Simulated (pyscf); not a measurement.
H₃C–Si(CH₃)(OH)–OH + silanol (HO–SiH₃) → H₃C–Si(CH₃)(OH)–O–SiH₂–OH + hydrogen (H₂) (four-centre exchange; singlet surface; H–O, H–Si broken, O–Si, H–H formed). Optimised with ωB97X-D3(BJ)/def2-SVP in PySCF. Rate constants from transition-state theory, ωB97M-D3(BJ)/def2-TZVP energies (ideal gas, 1 atm, RRHO with modes under 100 cm⁻¹ raised to 100, one conformer, R ln 2 for chiral ones without a mode under 150 cm⁻¹; no tunnelling), k in cm³ molecule⁻¹ s⁻¹.

```csv
T (K),1000/T,log10 k
298,3.354,-35.08
600,1.667,-25.13
900,1.111,-21.65
1200,0.833,?
```

**Question.** Fit an Arrhenius line to the three values, give the activation energy, and predict k at 1200 K.

**Answer.** Least squares gives log10 k = -15.09 − 5.97 × 1000/T, so Ea = 5.97 × ln 10 × 1.987 = 27.3 kcal/mol, against an electronic barrier of 26.8. At 1200 K the line gives -20.06; the computed value is -19.80 (ΔG‡ = 79.1 kcal/mol), a factor 1.8 over the line, since the plot is curved. On the reactant side the descent ends in a complex (not fully relaxed), 5.4 kcal/mol under the separated species and 31.5 kcal/mol under the saddle at ωB97X-D3(BJ)/def2-TZVP. This is the saddle that the search found; another between the same sides may lie lower.
